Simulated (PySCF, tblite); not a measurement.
**C5H6F+: a rotation path, then NMR shifts on frames**

How do NMR shifts of C5H6F+ (`C[c+]1cc1CF`) change as the atoms move?

Programs: tblite 0.8.0 and PySCF 2.14.0, with density-fitted response routines of our own. Each step states its level of theory. These are calculated values for one molecule in the gas phase, unless marked as measured. Atoms count from 0, in the outputs and in this text.

### 1 The starting structure

12 atoms, charge 1, multiplicity 1; geometry from: GFN2-xTB.

Bonds of the start (Å): C0–C1 1.43, C1–C2 1.38, C2–C3 1.38, C3–C4 1.45, C4–F5 1.36, C3–C1 1.41, C0–H6 1.10, C0–H7 1.09, C0–H8 1.09, C2–H9 1.07, C4–H10 1.10, C4–H11 1.10.

### 2 The rotation path with GFN2-xTB

What the job is given:

```
{"job": {"kind": "neb", "xc": "GFN2-xTB", "basis": "xTB", "atoms": [1, 3, 4, 5], "turn": 120}, "charge": 1, "multiplicity": 1}
C      1.935738    -0.354180     0.183001
C      0.704415     0.326625    -0.062675
C     -0.010915     1.456216    -0.415164
C     -0.701721     0.304789    -0.112644
C     -1.932231    -0.436273     0.061777
F     -1.681712    -1.716421     0.434459
H      2.281982    -0.785127    -0.764673
H      2.714230     0.332084     0.518280
H      1.802832    -1.186133     0.875780
H     -0.040738     2.482015    -0.709847
H     -2.556885     0.032867     0.840339
H     -2.513796    -0.457148    -0.874661
```

Level: GFN2-xTB climbing-image nudged elastic band, gas phase.

Launch:

```
OMP_NUM_THREADS=1 python probes_run.py task.json out
```

The driver reads the jobs from task.json and runs them one after another.

Output:

```text
image   E - E0 / eV
  0       0.0000
  1       0.0383
  2       0.1365
  3       0.2398
  4       0.2856
  5       0.2515
  6       0.1609
  7       0.0718
  8       0.0356
```

Wall time 1.9 s (1 thread of Arm Neoverse V1, shared host); peak memory 0.24 GiB.

The final band, with the dihedral C1–C3–C4–F5:

| image | dihedral (°) | energy (eV) | energy (kcal/mol) |
| --- | --- | --- | --- |
| 0 | -1 | 0.000 | 0.0 |
| 1 | 19 | 0.038 | 0.9 |
| 2 | 40 | 0.136 | 3.1 |
| 3 | 62 | 0.240 | 5.5 |
| 4 | 86 | 0.286 | 6.6 |
| 5 | 110 | 0.252 | 5.8 |
| 6 | 134 | 0.161 | 3.7 |
| 7 | 157 | 0.072 | 1.7 |
| 8 | 180 | 0.036 | 0.8 |

### 3 NMR shieldings: image 0, PBE0/pcSseg-1

What the job is given:

```
{"job": {"kind": "nmr", "xc": "PBE0", "basis": "pcSseg-1", "pop": false}, "charge": 1, "multiplicity": 1}
C      1.935700    -0.354200     0.183000
C      0.704400     0.326600    -0.062700
C     -0.010900     1.456200    -0.415200
C     -0.701700     0.304800    -0.112600
C     -1.932200    -0.436300     0.061800
F     -1.681700    -1.716400     0.434500
H      2.282000    -0.785100    -0.764700
H      2.714200     0.332100     0.518300
H      1.802800    -1.186100     0.875800
H     -0.040700     2.482000    -0.709800
H     -2.556900     0.032900     0.840300
H     -2.513800    -0.457100    -0.874700
```

With the program's defaults for keys left out, this is: GIAO PBE0/pcSseg-1 NMR shielding, non-relativistic, gas phase.

Output:

```text
coarse grid: 10240 points
cycle   1  E = -293.1710363938  dE =  1.249e+00  |g| = 4.994e-01  |ddm| = 3.118e+00
cycle   2  E = -293.1359108966  dE =  3.513e-02  |g| = 7.148e-01  |ddm| = 1.387e+00
cycle   3  E = -293.2197317354  dE = -8.382e-02  |g| = 5.625e-02  |ddm| = 6.964e-01
cycle   4  E = -293.2201028398  dE = -3.711e-04  |g| = 3.246e-02  |ddm| = 6.512e-02
cycle   5  E = -293.2203392411  dE = -2.364e-04  |g| = 7.532e-03  |ddm| = 3.183e-02
cycle   6  E = -293.2203503610  dE = -1.112e-05  |g| = 2.614e-03  |ddm| = 8.587e-03
cycle   7  E = -293.2203519693  dE = -1.608e-06  |g| = 2.742e-04  |ddm| = 2.522e-03
final grid: 99880 points
cycle   8  E = -293.2626623858  dE = -2.935e-05  |g| = 6.340e-03  |ddm| = 3.278e-02
cycle   9  E = -293.2626616484  dE =  7.374e-07  |g| = 7.106e-03  |ddm| = 1.029e-02
cycle  10  E = -293.2626718251  dE = -1.018e-05  |g| = 1.111e-03  |ddm| = 5.533e-03
cycle  11  E = -293.2626720256  dE = -2.004e-07  |g| = 1.305e-04  |ddm| = 9.433e-04
cycle  12  E = -293.2626720276  dE = -2.016e-09  |g| = 7.964e-05  |ddm| = 1.612e-04
cycle  13  E = -293.2626720291  dE = -1.519e-09  |g| = 1.203e-05  |ddm| = 8.279e-05
cycle  14  E = -293.2626720291  dE = -3.126e-11  |g| = 3.656e-06  |ddm| = 1.178e-05
converged SCF energy = -293.2626720291

GIAO shielding tensors (ppm)
atom      isotropic    diamagn.    paramagn.     s11        s22        s33       span
  0 C      171.553     248.903     -77.350    147.997    178.565    188.097     40.101
  1 C       -6.730     258.210    -264.940   -155.391    -59.991    195.191    350.581
  2 C       15.155     254.271    -239.116    -98.779    -48.584    192.828    291.607
  3 C       -6.621     258.459    -265.080   -151.595    -54.349    186.080    337.675
  4 C      104.810     239.995    -135.185     82.574     84.250    147.607     65.032
  5 F      427.176     471.955     -44.779    409.249    412.582    459.696     50.447
  6 H       28.214      25.958       2.256     24.460     25.082     35.099     10.640
  7 H       27.811      25.215       2.596     23.236     25.914     34.282     11.046
  8 H       27.566      27.800      -0.235     22.660     26.635     33.402     10.742
  9 H       21.774      32.277     -10.503     19.471     22.202     23.649      4.178
 10 H       24.812      24.759       0.053     20.479     24.472     29.485      9.005
 11 H       24.793      24.712       0.081     20.447     24.425     29.507      9.060
```

Wall time 12 s (1 thread of Arm Neoverse V1, shared host); peak memory 0.66 GiB.

Shifts follow as δ = σ(reference) − σ, with reference shieldings (ppm) from runs at the same level and on the same kind of geometry: 1H TMS 31.72, 13C TMS 186.9, 19F CFCl3 170.9. The references are single molecules in the gas phase, so shifts against H2O, NH3, PH3, H3PO4 or CFCl3 are not on the usual liquid scales and can be off by tens of ppm. Each atom is listed at this fixed geometry, with no averaging over motion; a spectrum would average atoms that exchange fast.

```csv
atoms,σ (ppm),δ (ppm)
C1,-6.7,193.7
C3,-6.6,193.5
C2,15.2,171.8
C4,104.8,82.1
C0,171.6,15.4
H9,21.77,9.94
H11,24.79,6.92
H10,24.81,6.90
H8,27.57,4.15
H7,27.81,3.91
H6,28.21,3.50
F5,427.2,-256.2
```

Ring of atoms C1, C2, C3: NICS(0) -24.3, NICS(1) -14.1, NICS(1)zz -24.5 ppm (means of both faces).

In rings of three or four atoms NICS is ruled by the nearby σ bonds, so it says little on aromaticity.

### 4 Nuclear shieldings: image 2, PBE0/pcSseg-1

What the job is given:

```
{"job": {"kind": "nmr", "xc": "PBE0", "basis": "pcSseg-1", "pop": false}, "charge": 1, "multiplicity": 1}
C      1.947100    -0.380800     0.065900
C      0.705000     0.313500    -0.032800
C     -0.014800     1.484800    -0.219500
C     -0.698600     0.303400    -0.070000
C     -1.953400    -0.435200     0.041800
F     -1.869000    -1.325000     1.065900
H      2.261400    -0.640200    -0.953700
H      2.734100     0.251600     0.476100
H      1.850600    -1.315600     0.617500
H     -0.038000     2.544600    -0.347700
H     -2.816400     0.220000     0.211500
H     -2.106700    -1.021800    -0.881200
```

Level: GIAO PBE0/pcSseg-1 NMR shielding, non-relativistic, gas phase.

Output:

```text
coarse grid: 10240 points
cycle   1  E = -293.1666899005  dE =  1.242e+00  |g| = 4.981e-01  |ddm| = 3.123e+00
cycle   2  E = -293.1292170793  dE =  3.747e-02  |g| = 7.222e-01  |ddm| = 1.289e+00
cycle   3  E = -293.2153452907  dE = -8.613e-02  |g| = 5.907e-02  |ddm| = 6.200e-01
cycle   4  E = -293.2157728061  dE = -4.275e-04  |g| = 3.152e-02  |ddm| = 6.507e-02
cycle   5  E = -293.2159911294  dE = -2.183e-04  |g| = 7.966e-03  |ddm| = 3.093e-02
cycle   6  E = -293.2160035632  dE = -1.243e-05  |g| = 2.812e-03  |ddm| = 8.753e-03
cycle   7  E = -293.2160054501  dE = -1.887e-06  |g| = 2.947e-04  |ddm| = 2.673e-03
final grid: 99880 points
cycle   8  E = -293.2579809185  dE = -2.852e-05  |g| = 6.554e-03  |ddm| = 3.205e-02
cycle   9  E = -293.2579797999  dE =  1.119e-06  |g| = 7.469e-03  |ddm| = 1.028e-02
cycle  10  E = -293.2579909199  dE = -1.112e-05  |g| = 1.193e-03  |ddm| = 5.431e-03
cycle  11  E = -293.2579911538  dE = -2.339e-07  |g| = 1.277e-04  |ddm| = 9.447e-04
cycle  12  E = -293.2579911555  dE = -1.732e-09  |g| = 8.427e-05  |ddm| = 1.581e-04
cycle  13  E = -293.2579911572  dE = -1.704e-09  |g| = 1.215e-05  |ddm| = 8.374e-05
cycle  14  E = -293.2579911572  dE = -2.728e-11  |g| = 3.909e-06  |ddm| = 1.209e-05
converged SCF energy = -293.2579911572

GIAO shielding tensors (ppm)
atom      isotropic    diamagn.    paramagn.     s11        s22        s33       span
  0 C      170.841     249.216     -78.375    146.398    179.229    186.896     40.498
  1 C      -10.654     258.403    -269.057   -162.963    -63.796    194.797    357.760
  2 C       11.551     254.044    -242.493   -102.827    -58.091    195.572    298.399
  3 C       -3.529     259.004    -262.533   -142.766    -55.354    187.533    330.299
  4 C      110.125     239.379    -129.255     85.775     87.209    157.390     71.615
  5 F      428.557     470.603     -42.045    395.275    409.037    481.360     86.084
  6 H       28.287      26.080       2.206     24.489     25.084     35.286     10.797
  7 H       27.711      25.210       2.500     23.246     25.869     34.016     10.770
  8 H       27.557      27.773      -0.216     22.773     26.534     33.365     10.592
  9 H       21.609      32.283     -10.674     19.018     22.200     23.608      4.590
 10 H       24.909      24.651       0.258     20.579     24.225     29.924      9.346
 11 H       25.168      25.789      -0.621     22.359     24.013     29.132      6.772
```

Run time: 9 s. Hardware: 1 thread of Arm Neoverse V1, shared host; peak memory 0.67 GiB.

In short: δ C1 197.6, C3 190.5, C2 175.4, C4 76.8, H9 10.11, H10 6.81 ppm.

### 5 Shielding tensors: image 4, PBE0/pcSseg-1

What the job is given:

```
{"job": {"kind": "nmr", "xc": "PBE0", "basis": "pcSseg-1", "pop": false}, "charge": 1, "multiplicity": 1}
C      1.961700    -0.385100    -0.059100
C      0.714700     0.303600    -0.029700
C     -0.023200     1.484800     0.007200
C     -0.684500     0.285700    -0.042000
C     -1.948900    -0.478400    -0.003300
F     -2.248200    -0.683900     1.312300
H      2.243800    -0.513500    -1.112000
H      2.761300     0.190100     0.407200
H      1.880400    -1.384400     0.368900
H     -0.046700     2.552700     0.047800
H     -2.774100     0.090900    -0.449400
H     -1.835200    -1.463200    -0.474000
```

Method: GIAO PBE0/pcSseg-1 NMR shielding, non-relativistic, gas phase.

Output:

```text
coarse grid: 10240 points
cycle   1  E = -293.1609823268  dE =  1.227e+00  |g| = 4.971e-01  |ddm| = 3.135e+00
cycle   2  E = -293.1190301567  dE =  4.195e-02  |g| = 7.383e-01  |ddm| = 1.219e+00
cycle   3  E = -293.2096819310  dE = -9.065e-02  |g| = 6.247e-02  |ddm| = 5.540e-01
cycle   4  E = -293.2101907490  dE = -5.088e-04  |g| = 2.949e-02  |ddm| = 6.657e-02
cycle   5  E = -293.2103791026  dE = -1.884e-04  |g| = 8.015e-03  |ddm| = 2.997e-02
cycle   6  E = -293.2103912949  dE = -1.219e-05  |g| = 3.071e-03  |ddm| = 8.811e-03
cycle   7  E = -293.2103935771  dE = -2.282e-06  |g| = 3.289e-04  |ddm| = 2.949e-03
final grid: 99880 points
cycle   8  E = -293.2533627895  dE = -3.014e-05  |g| = 6.645e-03  |ddm| = 3.551e-02
cycle   9  E = -293.2533610993  dE =  1.690e-06  |g| = 7.790e-03  |ddm| = 1.029e-02
cycle  10  E = -293.2533729454  dE = -1.185e-05  |g| = 1.269e-03  |ddm| = 5.300e-03
cycle  11  E = -293.2533732121  dE = -2.668e-07  |g| = 1.442e-04  |ddm| = 9.877e-04
cycle  12  E = -293.2533732147  dE = -2.604e-09  |g| = 8.170e-05  |ddm| = 1.585e-04
cycle  13  E = -293.2533732163  dE = -1.582e-09  |g| = 1.488e-05  |ddm| = 8.263e-05
cycle  14  E = -293.2533732164  dE = -4.229e-11  |g| = 4.761e-06  |ddm| = 1.527e-05
converged SCF energy = -293.2533732164

GIAO shielding tensors (ppm)
atom      isotropic    diamagn.    paramagn.     s11        s22        s33       span
  0 C      171.211     249.275     -78.064    146.487    179.113    188.034     41.547
  1 C      -12.132     259.099    -271.231   -166.920    -65.999    196.522    363.442
  2 C        5.894     253.685    -247.792   -112.056    -66.952    196.688    308.744
  3 C        0.392     259.644    -259.252   -131.831    -56.605    189.612    321.443
  4 C      116.815     238.234    -121.419     86.650     91.390    172.405     85.754
  5 F      425.621     468.281     -42.661    397.892    402.730    476.240     78.348
  6 H       28.307      26.042       2.265     24.504     25.131     35.286     10.782
  7 H       27.668      25.281       2.387     23.130     25.898     33.976     10.846
  8 H       27.599      27.877      -0.277     22.898     26.434     33.467     10.569
  9 H       21.354      32.254     -10.900     18.362     22.121     23.578      5.216
 10 H       25.244      24.695       0.550     22.482     23.659     29.592      7.110
 11 H       25.216      26.708      -1.492     22.386     23.998     29.264      6.879
```

Run time: 8.6 s. Hardware: 1 thread of Arm Neoverse V1, shared host; peak memory 0.67 GiB.

In short: δ C1 199.1, C3 186.5, C2 181.0, C4 70.1, H9 10.36, H11 6.50 ppm.

### 6 Shielding tensors: image 6, PBE0/pcSseg-1

What the job is given:

```
{"job": {"kind": "nmr", "xc": "PBE0", "basis": "pcSseg-1", "pop": false}, "charge": 1, "multiplicity": 1}
C      1.965600    -0.374800    -0.197500
C      0.722900     0.309300    -0.041700
C     -0.014900     1.454000     0.214200
C     -0.674100     0.257900     0.042200
C     -1.917000    -0.506900     0.046100
F     -2.713300    -0.098500     1.066400
H      2.232500    -0.380100    -1.260100
H      2.773300     0.138600     0.324100
H      1.883600    -1.414900     0.117200
H     -0.050600     2.503600     0.410300
H     -2.460800    -0.303000    -0.892900
H     -1.746000    -1.585900     0.145600
```

With the program's defaults for keys left out, this is: GIAO PBE0/pcSseg-1 NMR shielding, non-relativistic, gas phase.

Output:

```text
coarse grid: 10240 points
cycle   1  E = -293.1652619146  dE =  1.249e+00  |g| = 4.985e-01  |ddm| = 3.121e+00
cycle   2  E = -293.1278469775  dE =  3.741e-02  |g| = 7.236e-01  |ddm| = 1.290e+00
cycle   3  E = -293.2138973230  dE = -8.605e-02  |g| = 5.884e-02  |ddm| = 6.091e-01
cycle   4  E = -293.2143178037  dE = -4.205e-04  |g| = 3.257e-02  |ddm| = 7.061e-02
cycle   5  E = -293.2145588631  dE = -2.411e-04  |g| = 8.196e-03  |ddm| = 3.490e-02
cycle   6  E = -293.2145721308  dE = -1.327e-05  |g| = 2.815e-03  |ddm| = 9.047e-03
cycle   7  E = -293.2145739909  dE = -1.860e-06  |g| = 2.939e-04  |ddm| = 2.640e-03
final grid: 99880 points
cycle   8  E = -293.2572102086  dE = -2.808e-05  |g| = 6.463e-03  |ddm| = 3.725e-02
cycle   9  E = -293.2572091385  dE =  1.070e-06  |g| = 7.356e-03  |ddm| = 1.016e-02
cycle  10  E = -293.2572199421  dE = -1.080e-05  |g| = 1.228e-03  |ddm| = 5.336e-03
cycle  11  E = -293.2572201954  dE = -2.533e-07  |g| = 1.433e-04  |ddm| = 9.990e-04
cycle  12  E = -293.2572201982  dE = -2.731e-09  |g| = 8.723e-05  |ddm| = 1.839e-04
cycle  13  E = -293.2572202000  dE = -1.787e-09  |g| = 1.305e-05  |ddm| = 8.567e-05
cycle  14  E = -293.2572202000  dE = -3.354e-11  |g| = 4.269e-06  |ddm| = 1.356e-05
converged SCF energy = -293.2572202000

GIAO shielding tensors (ppm)
atom      isotropic    diamagn.    paramagn.     s11        s22        s33       span
  0 C      172.056     249.141     -77.085    148.269    178.119    189.779     41.510
  1 C       -6.037     259.958    -265.995   -157.270    -54.806    193.965    351.235
  2 C        7.580     252.755    -245.175   -107.686    -66.236    196.662    304.348
  3 C       -4.579     258.953    -263.532   -144.445    -57.442    188.149    332.594
  4 C      111.211     239.765    -128.554     85.254     88.794    159.584     74.329
  5 F      427.490     467.685     -40.195    396.726    406.826    478.918     82.192
  6 H       28.303      25.900       2.403     24.610     25.060     35.238     10.628
  7 H       27.793      25.389       2.404     23.195     25.974     34.209     11.014
  8 H       27.846      28.047      -0.202     23.075     26.664     33.799     10.724
  9 H       21.337      32.034     -10.697     18.237     22.035     23.739      5.502
 10 H       25.196      25.064       0.132     21.997     24.427     29.165      7.168
 11 H       24.905      26.682      -1.776     20.468     24.463     29.785      9.317
```

Run time: 8.4 s. Hardware: 1 thread of Arm Neoverse V1, shared host; peak memory 0.67 GiB.

This run: δ C1 193.0, C3 191.5, C2 179.3, C4 75.7, H9 10.38, H11 6.81 ppm.

### 7 Shielding tensors: image 8, PBE0/pcSseg-1

What the job is given:

```
{"job": {"kind": "nmr", "xc": "PBE0", "basis": "pcSseg-1", "pop": false}, "charge": 1, "multiplicity": 1}
C      1.976500    -0.339800    -0.318100
C      0.733200     0.279900     0.024600
C      0.011000     1.371700     0.465300
C     -0.662800     0.209800     0.146400
C     -1.926800    -0.489100     0.047700
F     -2.958200     0.309400     0.411400
H      2.079200    -0.329300    -1.409600
H      2.824400     0.200700     0.101200
H      1.991900    -1.390400    -0.023100
H     -0.033900     2.381800     0.809000
H     -2.103300    -0.830500    -0.986100
H     -1.930000    -1.374800     0.705300
```

With the program's defaults for keys left out, this is: GIAO PBE0/pcSseg-1 NMR shielding, non-relativistic, gas phase.

Output:

```text
coarse grid: 10240 points
cycle   1  E = -293.1706052896  dE =  1.251e+00  |g| = 5.010e-01  |ddm| = 3.115e+00
cycle   2  E = -293.1343393346  dE =  3.627e-02  |g| = 7.217e-01  |ddm| = 1.425e+00
cycle   3  E = -293.2194637694  dE = -8.512e-02  |g| = 5.685e-02  |ddm| = 6.901e-01
cycle   4  E = -293.2198410654  dE = -3.773e-04  |g| = 3.379e-02  |ddm| = 7.114e-02
cycle   5  E = -293.2201063558  dE = -2.653e-04  |g| = 7.688e-03  |ddm| = 3.613e-02
cycle   6  E = -293.2201179108  dE = -1.155e-05  |g| = 2.635e-03  |ddm| = 8.597e-03
cycle   7  E = -293.2201195104  dE = -1.600e-06  |g| = 2.750e-04  |ddm| = 2.421e-03
final grid: 99880 points
cycle   8  E = -293.2620157775  dE = -2.707e-05  |g| = 6.388e-03  |ddm| = 3.440e-02
cycle   9  E = -293.2620150215  dE =  7.560e-07  |g| = 7.173e-03  |ddm| = 1.035e-02
cycle  10  E = -293.2620253405  dE = -1.032e-05  |g| = 1.185e-03  |ddm| = 5.674e-03
cycle  11  E = -293.2620255732  dE = -2.328e-07  |g| = 1.354e-04  |ddm| = 1.026e-03
cycle  12  E = -293.2620255755  dE = -2.318e-09  |g| = 8.726e-05  |ddm| = 1.815e-04
cycle  13  E = -293.2620255773  dE = -1.796e-09  |g| = 1.060e-05  |ddm| = 8.524e-05
cycle  14  E = -293.2620255774  dE = -2.296e-11  |g| = 3.519e-06  |ddm| = 9.681e-06
converged SCF energy = -293.2620255774

GIAO shielding tensors (ppm)
atom      isotropic    diamagn.    paramagn.     s11        s22        s33       span
  0 C      171.650     249.554     -77.904    147.860    179.870    187.220     39.360
  1 C       -2.789     260.260    -263.049   -152.747    -43.959    188.338    341.085
  2 C       10.669     252.148    -241.478   -100.144    -66.539    198.691    298.835
  3 C       -7.086     258.012    -265.098   -153.365    -53.194    185.300    338.665
  4 C      105.706     241.630    -135.924     83.675     84.932    148.509     64.833
  5 F      424.998     468.436     -43.438    407.309    412.406    455.279     47.969
  6 H       28.307      26.506       1.802     24.469     25.322     35.131     10.662
  7 H       27.717      25.372       2.346     23.035     26.118     33.999     10.964
  8 H       27.992      27.706       0.286     23.419     26.429     34.127     10.707
  9 H       21.357      31.891     -10.534     18.260     21.937     23.874      5.614
 10 H       24.838      25.968      -1.129     20.330     24.880     29.306      8.976
 11 H       24.835      25.920      -1.084     20.325     24.879     29.302      8.977
```

Wall time 8.4 s (1 thread of Arm Neoverse V1, shared host); peak memory 0.67 GiB.

In short: δ C3 194.0, C1 189.7, C2 176.3, C4 81.2, H9 10.36, H11 6.88 ppm.

### 8 Run by run: NMR shifts

Shifts (ppm) of some atoms, chosen among heavy atoms and hydrogens apart, with basis size and wall time:

```
  frame     C1     C3     C2    C4     H9    H8      F5  functions   time
image 0  193.7  193.5  171.8  82.1   9.94  4.15  -256.2        132   12 s
image 2  197.6  190.5  175.4  76.8  10.11  4.16  -257.6        132    9 s
image 4  199.1  186.5  181.0  70.1  10.36  4.12  -254.7        132  8.6 s
image 6  193.0  191.5  179.3  75.7  10.38  3.87  -256.5        132  8.4 s
image 8  189.7  194.0  176.3  81.2  10.36  3.73  -254.1        132  8.4 s
```

### 9 Results

```
                                         quantity                                   value
                                          barrier      0.286 eV (6.6 kcal/mol) at image 4
                            end to end (GFN2-xTB)                                0.036 eV
  13C shifts against TMS (PBE0/pcSseg-1, image 0)     193.7, 193.5, 171.8, 82.1, 15.4 ppm
   1H shifts against TMS (PBE0/pcSseg-1, image 0)  9.94, 6.92, 6.90, 4.15, 3.91, 3.50 ppm
19F shifts against CFCl3 (PBE0/pcSseg-1, image 0)                              -256.2 ppm
                         range of the shift of C4                        70.1 to 82.1 ppm
```

**Reading.** Along the band the dihedral turns by 181°, and the top (dihedral 86°) lies 6.6 kcal/mol above the start (GFN2-xTB, rough), so at room temperature this motion is fast. Ends this close can change order at a higher level. The top was not checked by a frequency run. Shifts at one fixed geometry are not the observed spectrum, which averages over the motion. Across the 5 runs the shift of C4 moves most, between 70.1 (image 4) and 82.1 ppm (image 0).
